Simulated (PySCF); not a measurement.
# CH3CF2CN: NMR shifts at several levels of theory, part 2 of 2

PySCF 2.14.0. Atoms count from 0. The steps go on from the part before.

## Step 6: Shielding tensors: CAM-B3LYP/pcSseg-2

What the job is given:

```
{"job": {"kind": "nmr", "xc": "CAM-B3LYP", "basis": "pcSseg-2", "pop": false}, "charge": 0, "multiplicity": 1}
C     -0.984961     0.217128    -0.109017
C      0.324851    -0.471832     0.168125
F      0.443397    -1.578975    -0.595650
F      0.382079    -0.865405     1.458302
C      1.499399     0.399336    -0.101571
N      2.387787     1.101957    -0.326994
H     -1.793995    -0.488699     0.124071
H     -1.083084     1.109293     0.522962
H     -1.042726     0.507760    -1.165880
```

Method: GIAO CAM-B3LYP/pcSseg-2 NMR shielding, non-relativistic, gas phase.

The program printed:

```text
coarse grid: 8352 points
cycle   1  E = -370.3945740658  dE =  8.994e-01  |g| = 9.405e-01  |ddm| = 2.057e+00
cycle   2  E = -370.1708558426  dE =  2.237e-01  |g| = 1.498e+00  |ddm| = 1.069e+00
cycle   3  E = -370.5535091547  dE = -3.827e-01  |g| = 1.810e-01  |ddm| = 7.077e-01
cycle   4  E = -370.5587000296  dE = -5.191e-03  |g| = 7.826e-02  |ddm| = 1.218e-01
cycle   5  E = -370.5598412991  dE = -1.141e-03  |g| = 1.581e-02  |ddm| = 4.651e-02
cycle   6  E = -370.5598832907  dE = -4.199e-05  |g| = 2.942e-03  |ddm| = 1.031e-02
cycle   7  E = -370.5598853183  dE = -2.028e-06  |g| = 4.376e-04  |ddm| = 2.718e-03
final grid: 83944 points
cycle   8  E = -370.5638003176  dE = -5.262e-05  |g| = 4.033e-03  |ddm| = 2.618e-02
cycle   9  E = -370.5637997832  dE =  5.344e-07  |g| = 4.599e-03  |ddm| = 3.825e-03
cycle  10  E = -370.5638030098  dE = -3.227e-06  |g| = 5.140e-04  |ddm| = 2.026e-03
cycle  11  E = -370.5638030264  dE = -1.663e-08  |g| = 3.931e-04  |ddm| = 4.152e-04
cycle  12  E = -370.5638030541  dE = -2.771e-08  |g| = 1.166e-04  |ddm| = 2.432e-04
cycle  13  E = -370.5638030568  dE = -2.757e-09  |g| = 1.565e-05  |ddm| = 6.541e-05
cycle  14  E = -370.5638030569  dE = -5.377e-11  |g| = 3.647e-06  |ddm| = 1.637e-05
converged SCF energy = -370.5638030569

GIAO shielding tensors (ppm)
atom      isotropic    diamagn.    paramagn.     s11        s22        s33       span
  0 C      154.285     243.017     -88.732    136.594    142.623    183.639     47.046
  1 C       64.389     236.120    -171.731     39.639     73.741     79.787     40.148
  2 F      276.041     468.314    -192.273    167.921    325.522    334.680    166.759
  3 F      276.383     468.338    -191.955    168.907    325.518    334.724    165.817
  4 C       59.019     265.286    -206.267    -61.041    -59.434    297.532    358.572
  5 N      -50.029     330.622    -380.651   -213.167   -211.492    274.572    487.738
  6 H       29.474      29.312       0.161     26.340     27.552     34.530      8.190
  7 H       29.511      29.905      -0.394     26.405     27.685     34.443      8.039
  8 H       29.513      29.885      -0.372     26.410     27.672     34.458      8.049
```

It took 34 s on 1 thread of Arm Neoverse V1, shared host; peak memory 1.1 GiB.

In short: δ C4 123.5, C1 118.2, C0 28.3, F2 -90.2, H6 1.84 ppm (means over like atoms).

## Step 7: NMR shieldings: wB97X-D/pcSseg-2

Same as in step 6 but for these lines:

```diff
@@ -1,2 +1,2 @@
-{"job": {"kind": "nmr", "xc": "CAM-B3LYP", "basis": "pcSseg-2", "pop": false}, "charge": 0, "multiplicity": 1}
+{"job": {"kind": "nmr", "xc": "wB97X-D", "basis": "pcSseg-2", "pop": false}, "charge": 0, "multiplicity": 1}
 C     -0.984961     0.217128    -0.109017
```

With the program's defaults for keys left out, this is: GIAO wB97X-D/pcSseg-2 NMR shielding, non-relativistic, gas phase.

The program printed:

```text
coarse grid: 8352 points
cycle   1  E = -370.3907161219  dE =  9.225e-01  |g| = 9.577e-01  |ddm| = 2.084e+00
cycle   2  E = -370.2237077299  dE =  1.670e-01  |g| = 1.401e+00  |ddm| = 1.025e+00
cycle   3  E = -370.5610727645  dE = -3.374e-01  |g| = 1.493e-01  |ddm| = 6.593e-01
cycle   4  E = -370.5645211645  dE = -3.448e-03  |g| = 7.149e-02  |ddm| = 1.033e-01
cycle   5  E = -370.5654828819  dE = -9.617e-04  |g| = 1.276e-02  |ddm| = 4.366e-02
cycle   6  E = -370.5655113764  dE = -2.849e-05  |g| = 2.859e-03  |ddm| = 9.380e-03
cycle   7  E = -370.5655134467  dE = -2.070e-06  |g| = 4.787e-04  |ddm| = 3.035e-03
final grid: 83944 points
cycle   8  E = -370.5713353263  dE = -1.838e-04  |g| = 1.172e-02  |ddm| = 5.264e-02
cycle   9  E = -370.5713295280  dE =  5.798e-06  |g| = 1.352e-02  |ddm| = 1.070e-02
cycle  10  E = -370.5713557625  dE = -2.623e-05  |g| = 1.491e-03  |ddm| = 5.800e-03
cycle  11  E = -370.5713560554  dE = -2.929e-07  |g| = 9.079e-04  |ddm| = 1.217e-03
cycle  12  E = -370.5713562171  dE = -1.616e-07  |g| = 1.826e-04  |ddm| = 5.282e-04
cycle  13  E = -370.5713562239  dE = -6.858e-09  |g| = 2.374e-05  |ddm| = 1.194e-04
cycle  14  E = -370.5713562242  dE = -2.638e-10  |g| = 5.010e-06  |ddm| = 5.242e-05
converged SCF energy = -370.5713562242

GIAO shielding tensors (ppm)
atom      isotropic    diamagn.    paramagn.     s11        s22        s33       span
  0 C      156.532     245.907     -89.375    139.623    145.521    184.452     44.829
  1 C       67.723     237.794    -170.071     43.283     76.816     83.071     39.788
  2 F      278.868     467.461    -188.593    172.132    327.369    337.103    164.970
  3 F      279.195     467.487    -188.292    173.080    327.391    337.114    164.034
  4 C       61.191     265.728    -204.537    -57.608    -55.946    297.128    354.735
  5 N      -48.472     331.451    -379.922   -211.241   -209.605    275.431    486.672
  6 H       29.540      29.170       0.370     26.347     27.599     34.675      8.328
  7 H       29.580      29.968      -0.387     26.428     27.727     34.586      8.158
  8 H       29.581      29.943      -0.362     26.431     27.713     34.598      8.167
```

Run time: 32 s. Hardware: 1 thread of Arm Neoverse V1, shared host; peak memory 0.97 GiB.

In short: δ C4 123.2, C1 116.7, C0 27.9, F2 -92.6, H6 1.79 ppm (means over like atoms).

## Step 8: NMR shieldings: LC-wPBE/pcSseg-2

Same as in step 7 but for these lines:

```diff
@@ -1,2 +1,2 @@
-{"job": {"kind": "nmr", "xc": "wB97X-D", "basis": "pcSseg-2", "pop": false}, "charge": 0, "multiplicity": 1}
+{"job": {"kind": "nmr", "xc": "LC-wPBE", "basis": "pcSseg-2", "pop": false}, "charge": 0, "multiplicity": 1}
 C     -0.984961     0.217128    -0.109017
```

With the program's defaults for keys left out, this is: GIAO LC-wPBE/pcSseg-2 NMR shielding, non-relativistic, gas phase.

The program printed:

```text
coarse grid: 8352 points
cycle   1  E = -370.2696204564  dE =  9.820e-01  |g| = 9.895e-01  |ddm| = 2.058e+00
cycle   2  E = -370.1634152343  dE =  1.062e-01  |g| = 1.334e+00  |ddm| = 1.011e+00
cycle   3  E = -370.4575621463  dE = -2.941e-01  |g| = 1.217e-01  |ddm| = 6.001e-01
cycle   4  E = -370.4596804712  dE = -2.118e-03  |g| = 6.793e-02  |ddm| = 9.181e-02
cycle   5  E = -370.4605498598  dE = -8.694e-04  |g| = 1.408e-02  |ddm| = 4.419e-02
cycle   6  E = -370.4605861560  dE = -3.630e-05  |g| = 3.110e-03  |ddm| = 1.041e-02
cycle   7  E = -370.4605888957  dE = -2.740e-06  |g| = 6.313e-04  |ddm| = 3.951e-03
final grid: 83944 points
cycle   8  E = -370.4660783229  dE = -1.417e-04  |g| = 1.032e-02  |ddm| = 4.333e-02
cycle   9  E = -370.4660777338  dE =  5.891e-07  |g| = 1.136e-02  |ddm| = 8.178e-03
cycle  10  E = -370.4660942529  dE = -1.652e-05  |g| = 4.071e-04  |ddm| = 3.890e-03
cycle  11  E = -370.4660943080  dE = -5.514e-08  |g| = 2.091e-04  |ddm| = 6.006e-04
cycle  12  E = -370.4660943184  dE = -1.036e-08  |g| = 6.883e-05  |ddm| = 1.617e-04
cycle  13  E = -370.4660943193  dE = -8.828e-10  |g| = 3.904e-05  |ddm| = 6.864e-05
cycle  14  E = -370.4660943196  dE = -3.569e-10  |g| = 8.330e-06  |ddm| = 3.011e-05
converged SCF energy = -370.4660943196

GIAO shielding tensors (ppm)
atom      isotropic    diamagn.    paramagn.     s11        s22        s33       span
  0 C      159.969     244.360     -84.391    142.821    149.032    188.055     45.234
  1 C       69.387     238.029    -168.642     43.886     77.762     86.512     42.626
  2 F      284.665     467.171    -182.506    179.366    331.137    343.491    164.125
  3 F      284.974     467.194    -182.220    180.290    331.266    343.366    163.076
  4 C       60.569     265.505    -204.936    -59.195    -57.544    298.446    357.641
  5 N      -47.211     331.707    -378.919   -210.448   -208.683    277.497    487.945
  6 H       29.471      29.298       0.173     26.160     27.462     34.792      8.632
  7 H       29.521      29.999      -0.479     26.244     27.570     34.747      8.503
  8 H       29.523      29.975      -0.452     26.249     27.558     34.763      8.514
```

Run time: 43 s. Hardware: 1 thread of Arm Neoverse V1, shared host; peak memory 1.1 GiB.

This run: δ C4 127.7, C1 118.9, C0 28.3, F2 -81.2, H6 1.81 ppm (means over like atoms).

## Step 9: Comparing the runs: NMR shifts

Shifts (ppm), means over like atoms, with basis size and wall time (the measured row can stand on another reference than the computed rows):

| run | C1 | C4 | C0 | H6 | F2 | N5 | functions | time |
| --- | --- | --- | --- | --- | --- | --- | --- | --- |
| WP04/pcSseg-2 | 120.7 | 116.6 | 27.9 | 1.86 | -97.7 | 296.4 | 258 | 25 s |
| B97-2/pcSseg-2 | 115.1 | 119.5 | 27.1 | 1.78 | -99.4 | 300.0 | 258 | 25 s |
| BHandHLYP/pcSseg-2 | 112.1 | 122.7 | 27.3 | 1.84 | -87.8 | 313.2 | 258 | 24 s |
| CAM-B3LYP/pcSseg-2 | 118.2 | 123.5 | 28.3 | 1.84 | -90.2 | 311.9 | 258 | 34 s |
| wB97X-D/pcSseg-2 | 116.7 | 123.2 | 27.9 | 1.79 | -92.6 | 308.5 | 258 | 32 s |
| LC-wPBE/pcSseg-2 | 118.9 | 127.7 | 28.3 | 1.81 | -81.2 | 311.3 | 258 | 43 s |
| measured | – | – | – | – | -85.4 | – | – | – |

Measured: G. Saielli, R. Bini, A. Bagno, Computational 19F NMR. 2. Organic compounds, RSC Adv. 2014, ESI (exp. from Berger-Braun-Kalinowski 1994 and Everett 1995).

## Step 10: What came out

This closing draws on all 2 parts.

```
                                                                 quantity                   value
                                                              point group                      Cs
                                     rotational constants (main isotopes)    5.24, 2.89, 2.84 GHz
                                   13C shifts against TMS (WP04/pcSseg-2)  120.7, 116.6, 27.9 ppm
   1H shifts against TMS (WP04/pcSseg-2, means over atoms taken as alike)                1.86 ppm
19F shifts against CFCl3 (WP04/pcSseg-2, means over atoms taken as alike)               -97.7 ppm
                                   15N shifts against NH3 (WP04/pcSseg-2)               296.4 ppm
                                 measured, and computed on the same scale   F2 δ -85.4, -97.7 ppm
                                                 range of the shift of F2      -99.4 to -81.2 ppm
```

Single values in the summary come from the first run of each kind that ended normally (WP04/pcSseg-2), which need not be the best level. The start was shaken at random, so part of the energy gained undoes that. Over 7 steps the energy fell by 0.404 eV; of the close pairs, C0–C1 changed most, 1.415 to 1.506 Å. At WP04/pcSseg-2: The widest tensor belongs to N5: span 495 ppm, with a paramagnetic part of -380 ppm. The one measured 19F shift is missed by -12.3 ppm (computed less measured, unscaled). Vibration, temperature and solvent are missing from the calculation, and it holds one conformer, so part of the miss against the measured shifts is not the functional's. Across the 6 runs the shift of F2 (with its like atoms) moves most, between -99.4 (B97-2/pcSseg-2) and -81.2 ppm (LC-wPBE/pcSseg-2). For the one measured 19F shift, BHandHLYP/pcSseg-2 misses least (2.4 ppm, 24 s) and B97-2/pcSseg-2 most (14.0 ppm, 25 s). One molecule ranks no method: errors cancel, and vibration and temperature are missing from all runs.
